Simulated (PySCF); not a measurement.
Gas-phase reaction: c-Si3H6 + SiF3 ⇌ Si + 3 SiH2F

Computed with PySCF and rigid-rotor harmonic-oscillator thermochemistry at 1 bar. † marks an energy on the PBE0/def2-TZVP geometry and frequencies; other levels use their own. MP2 freezes the core. 6-31G* has spherical d functions here. Open shells (unrestricted): SiF3 (multiplicity 2), Si (multiplicity 3, electronic degeneracy 9), SiH2F (multiplicity 2); the rest are closed-shell singlets. Spin-orbit splitting is ignored; it lowers the true energy and changes the entropy of Si. B3LYP is the form with VWN-RPA correlation. c-Si3H6, SiH2F: computed as isolated molecules; such fragments, hydroxides, amides, oligomers or adducts are transient or little studied in the gas. MP2 isn't extrapolated to the basis-set limit; its ΔH°(298 K) is 592.7 kJ in def2-SVP and 630.2 kJ in def2-TZVPP. The harmonic model lacks anharmonicity and excited electronic states, which grow with temperature; levels with a mode under 35 cm⁻¹ are left out.

```
level               ΔE electronic, kJ  ΔH°(298 K), kJ  ΔS°(298 K), J/K  ΔG°(2500 K), kJ
------------------  -----------------  --------------  ---------------  ---------------
B3LYP/6-31G*                      607             599              330             -165
B3LYP/def2-TZVP†                  599             591              328             -168
M06-2X/def2-TZVP†                 638             630              328             -129
MP2/def2-SVP†                     601             593              328             -167
MP2/def2-TZVPP†                   638             630              328             -129
PBE/def2-TZVP†                    656             648              328             -112
PBE0/def2-QZVP†                   650             642              328             -117
PBE0/def2-SVP†                    653             645              328             -114
PBE0/def2-TZVP                    653             645              328             -114
ωB97X-V/def2-TZVP†                671             663              328              -97
```
ΔH° is lowest at B3LYP/def2-TZVP† and highest at ωB97X-V/def2-TZVP†. No reference value is set beside these.
